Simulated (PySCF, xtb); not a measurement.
ethane (C2H6), SMILES CC.

GFN2-xTB in xtb at its own geometry gives an orbital gap of 15.50 eV and a dipole moment of 0.00 D.

Coordinates come from a ωB97X-D3(BJ)/def2-TZVP optimisation.

Problem. What does PBE0/def2-TZVPD (PySCF) give? (Estimate from the structure and the level; the computed values follow.)

Solution. gap 10.12 eV (levels -9.59 and 0.53 eV), dipole 0.00 D.
